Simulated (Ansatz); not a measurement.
The input, for Ansatz 0.2.0:

```yaml
crystal:
  periodic: [false, false, false]
  atoms:
    - {symbol: C, position_ang: [0.000000, 0.106349, 2.006952]}
    - {symbol: Ga, position_ang: [0.000000, -0.041352, -0.402525]}
    - {symbol: H, position_ang: [0.000000, 1.056998, 2.539757]}
    - {symbol: H, position_ang: [0.000000, -0.761778, 2.660825]}
    - {symbol: H, position_ang: [0.000000, 1.297997, -1.271393]}
basis:
  gaussian: {orbitals: cc-pVDZ}
magnetization: {spin_polarized: true, initial_magnetization: 2}
hamiltonian: {xc: {name: r2SCAN}}
output: {forces: true}
```

```sh
$ ansatz run in.yaml --threads 1 --pin off --events-out ev --progress --plain --max-ram 2393MiB
```

The program prints:

```
732 factors; their error is unknown
mean field evaluation 1: about -53453.1661 eV, gradient 2.8e1 eV
mean field evaluation 2: about -53426.9209 eV, gradient 5.3e1 eV
mean field evaluation 4: about -53458.0586 eV, gradient 2.6e0 eV
mean field evaluation 8: about -53458.1432 eV, gradient 1.4e-1 eV
mean field evaluation 16: about -53458.1285 eV, gradient 3.3e-4 eV
mean field -53458.12851851 eV, -1964.5499878344 hartree, gradient 7.4e-5 eV, S^2 2.018591; 0 other end points of the search recorded, 0 dependent functions left out
the calculation of the forces begins
reference -53458.12853193 eV, -1964.5499883275 hartree; 21, 19 occupied and 35, 37 virtual orbitals, 732 factors
Total energy: -53458.12853193 eV, -1964.5499883275 hartree
Atom 0 at     0.000000     0.106349     2.006952 Å, force     0.000000    -0.068471    -2.450181 eV/Å
Atom 1 at     0.000000    -0.041352    -0.402525 Å, force     0.000000    -0.083947     2.509580 eV/Å
Atom 2 at     0.000000     1.056998     2.539757 Å, force    -0.000000     0.482395    -0.048360 eV/Å
Atom 3 at     0.000000    -0.761778     2.660825 Å, force     0.000000    -0.514985     0.026299 eV/Å
Atom 4 at     0.000000     1.297997    -1.271393 Å, force     0.000000     0.185008    -0.037339 eV/Å
Dipole moment:     0.000000    -0.028377    -0.082213 e Å
```

Forces (eV/Å):
```
C    0.000 -0.068 -2.450
Ga   0.000 -0.084  2.510
H    0.000  0.482 -0.048
H    0.000 -0.515  0.026
H    0.000  0.185 -0.037
```

Ran on 1 thread of Intel Xeon Platinum 8488C, shared host: 3 s wall, 0.15 GiB peak host memory.
